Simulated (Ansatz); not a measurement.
Input file:

```yaml
crystal:
  periodic: [false, false, false]
  atoms:
    - {symbol: B, position_ang: [0.000000, -0.185227, 0.772970]}
    - {symbol: N, position_ang: [0.000000, 0.087426, -0.705019]}
    - {symbol: H, position_ang: [0.000000, 0.771807, 1.506451]}
basis:
  gaussian: {orbitals: cc-pVTZ}
magnetization: {spin_polarized: false, initial_magnetization: 1}
correlation: {method: sc_nevpt2, electrons: outside_noble_gas, active_space: {window: {electrons: 9, orbitals: 9}, shells: [{species: B, l: s, shell: 2}, {species: B, l: p, shell: 2}, {species: H, l: s, shell: 1}, {species: "N", l: s, shell: 2}, {species: "N", l: p, shell: 2}]}}
```

```sh
$ ansatz run in.yaml --threads 1 --pin off --events-out ev --progress --plain --max-ram 2816MiB --backend cpu
```

Log:

```
912 factors; integrals over basis functions are off by at most 2.4e-7 eV
mean field evaluation 1: about -2162.6799 eV, gradient 2.6e1 eV
mean field evaluation 2: about -2162.6826 eV, gradient 2.6e1 eV
mean field evaluation 4: about -2165.0330 eV, gradient 3.1e0 eV
mean field evaluation 8: about -2165.1308 eV, gradient 5.5e-1 eV
mean field evaluation 16: about -2165.1437 eV, gradient 7.0e-7 eV
mean field evaluation 32: about -2165.3121 eV, gradient 9.8e-6 eV
mean field evaluation 64: about -2165.2574 eV, gradient 3.4e-1 eV
mean field evaluation 96: about -2162.6857 eV, gradient 2.6e1 eV
mean field -2165.31212586 eV, -79.5737529241 hartree, gradient 1.3e-6 eV, S^2 0.750000; 9 other end points of the search recorded, 0 dependent functions left out
reference -2165.31212586 eV, -79.5737529241 hartree; 7, 6 occupied and 67, 68 virtual orbitals, 912 factors
state -2168.97543717 eV, -79.7083771318 hartree
state -2168.97543717 eV, -79.7083771318 hartree; corrected -2173.01609780 eV, -79.8568686711 hartree
Total energy: -2173.01609780 eV, -79.8568686711 hartree
Checks for a lower state left out: starts, orbital_swaps
```

Ran on 1 thread of AMD EPYC 7R13, shared host: 4.8 s wall, 0.19 GiB peak host memory.
